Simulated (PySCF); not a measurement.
C2H5O (doublet state).
Cartesian coordinates in Å at the GFN2-xTB level; atoms count from 1:
```
atom  x, y, z in Å
C1    -0.8103   -0.0717   -0.0427
C2     0.5671    0.3305   -0.4085
O3     1.6414   -0.1068    0.3253
H4    -0.8556   -1.1407    0.1761
H5    -1.1820    0.4602    0.8453
H6    -1.4905    0.1450   -0.8626
H7     0.7681    1.2563   -0.9156
H8     1.3708   -0.8635    0.8582
```

The hyperfine couplings belong to this conformer and change with its torsions.

As a line formula: `O[CH]C` [radical].

Method: UKS B3LYP, pcH-1 on C H O, non-relativistic, mean-field spin-orbit, GIAO in PySCF 2.14.0. The structure is a single GFN2-xTB conformer in the gas phase; no vibrational or solvent corrections. Couplings are sensitive to structure, and on GFN2-xTB geometries they can be far from those on DFT ones.

Give the principal g shifts and their parts.

```json
{"Δg (ppm)": "relativistic mass correction", "1": "-190", "2": "-190", "3": "-190"}
{"Δg (ppm)": "gauge correction", "1": "-3", "2": "38", "3": "34"}
{"Δg (ppm)": "orbital Zeeman/spin–orbit", "1": "-28", "2": "920", "3": "2122"}
{"Δg (ppm)": "total", "1": "-221", "2": "769", "3": "1967"}
```

So g = 2.00210, 2.00309, 2.00429 and g_iso = 2.00316; the tensor is rhombic: the two nearest values differ by 45 % of g3 − g1. Axes: g3 points within 2° of the O3–H8 bond.

At 9.467 GHz, how far is the centre of the isotropic spectrum from where a free electron (g = 2.002319) resonates?

B = hν/(g μB) with μB/h = 13.99624 MHz/mT gives 337.81 mT for the free electron and 337.66 mT at g_iso, 0.14 mT lower.

What effective moment and Curie constant follow for a powder?

With the mean of g² = 4.0126 and S(S+1) = 0.75: μ_eff = √(⟨g²⟩S(S+1)) = 1.735 μB and χT = 0.12505·⟨g²⟩·S(S+1) = 0.376 cm³ K/mol (cgs; spin-Hamiltonian part alone).

What are the electron Larmor frequencies g μB B/h along the three axes at 1200 mT?

33.6262, 33.6429, 33.6630 GHz for g1, g2 and g3, a range of 36.7 MHz.

In a frozen sample, at which fields do the three g values resonate at 9.5, 34, 94 and 263 GHz (hyperfine left aside), and which band first spreads them over more than twice a line width of 0.5 mT?

| band | GHz | B(g3) mT | B(g2) mT | B(g1) mT | spread mT |
| --- | --- | --- | --- | --- | --- |
| X | 9.5 | 338.65 | 338.85 | 339.02 | 0.37 |
| Q | 34.0 | 1212.01 | 1212.74 | 1213.34 | 1.32 |
| W | 94.0 | 3350.86 | 3352.87 | 3354.52 | 3.66 |
| J | 263.0 | 9375.29 | 9380.89 | 9385.53 | 10.24 |

The spread grows in proportion to the frequency. Q band is the first where it exceeds 1.0 mT.

Largest spin populations (Mulliken): C2 (+0.90), O3 (+0.12), H5 (+0.07) and C1 (-0.07). C2 is the only atom above +0.15. The positive populations add up to 1.11 and the negative ones to -0.11, together 2S = 1. The angles at C2 add up to 354.6°, so it is nearly planar; its axial dipolar tensor and the negative coupling of its proton fit spin in a p orbital normal to that plane.

The HOMO–LUMO gaps are 5.31 eV among the α and 8.66 eV among the β orbitals.

The run took 12 s on x86-64 server, one thread, shared host.
